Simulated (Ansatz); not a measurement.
**HF with N₂: structure and interaction energy**

An exercise on one series of results from a longer session: the logs are not shown, and one member is left open.

Computed with Ansatz 0.2.0, Gaussian basis. Level: PBE0-D4 structure, single points in def2-TZVPPD.

Levels: PBE-D4, revPBE-D4, BLYP-D4, r2SCAN-D4, B97M-V, PBE0-D4, B3LYP-D4, HSE06-D4, wB97X-V, wB97M-V, B2PLYP, Hartree-Fock, MP2, CCSD, CCSD(T). The reference is CCSD(T) extrapolated to the basis limit.

Cores are frozen in the correlated methods. B3LYP uses VWN-RPA correlation. B2PLYP carries no dispersion term here.

176 further runs of the same task are left out: 176 set aside as unsound or not needed.

### The system as given

The pair, from a GFN2-xTB docking trial: 4 atoms, charge 0, spin multiplicity 1.

Atoms are counted from 1 here; the program's logs count them from 0.

Bond lengths: F1–H2 0.945 Å, N3–N4 1.097 Å.

As a file:

```tsv
atom	x (Å)	y (Å)	z (Å)
F1	0.0258	0.0186	-1.8434
H2	-0.0280	0.0518	-0.9007
N3	-0.0405	0.0228	0.8284
N4	0.0427	-0.0932	1.9157
```

Atoms 1 to 2 are fragment A (HF), the rest fragment B (N₂).

The first run:

The input, pre/in.yaml:

```yaml
crystal:
  periodic: [false, false, false]
  atoms:
    - {symbol: F, position_ang: [0.025800, 0.018600, -1.843400]}
    - {symbol: H, position_ang: [-0.028000, 0.051800, -0.900700]}
    - {symbol: N, position_ang: [-0.040500, 0.022800, 0.828400]}
    - {symbol: N, position_ang: [0.042700, -0.093200, 1.915700]}
basis:
  gaussian: {orbitals: def2-SVP}
hamiltonian: {xc: pbe, dispersion: d4}
relax: {f_tol: 0.03, max_steps: 250}
```

Launch:

```bash
ansatz run in.yaml --threads 2 --pin off --events-out ev --progress --plain --max-ram 5222MiB
```

Among the steps run: A first relaxation in a small basis; Relaxation at PBE0-D4; PBE-D4/def2-TZVPPD; r2SCAN-D4/def2-TZVPPD; PBE0-D4/def2-TZVPPD; B3LYP-D4/def2-TZVPPD; wB97X-V/def2-TZVPPD; wB97M-V/def2-TZVPPD; B2PLYP/def2-TZVPPD; BLYP-D4/def2-TZVPPD; revPBE-D4/def2-TZVPPD; B97M-V/def2-TZVPPD; HSE06-D4/def2-TZVPPD; CCSD(T)/def2-TZVPPD; MP2/def2-QZVPPD; Vibrations of the pair.

One table of the session follows, with a row left open; its other results are not shown here.

```
      method  interaction (meV)
      PBE-D4               -121
   revPBE-D4                -90
     BLYP-D4               -103
   r2SCAN-D4                -99
      B97M-V               -109
     PBE0-D4               -109
    B3LYP-D4               -105
    HSE06-D4               -109
     wB97X-V                -99
     wB97M-V                -96
      B2PLYP                -95
Hartree-Fock                -38
         MP2                -97
        CCSD                  ?
     CCSD(T)                -92
 CCSD(T)/CBS                -99
```

**Question.** Estimate the row for CCSD.

**Answer.** interaction (meV): -83. In the column «interaction (meV)» it lies between revPBE-D4 (-90) and Hartree-Fock (-38).
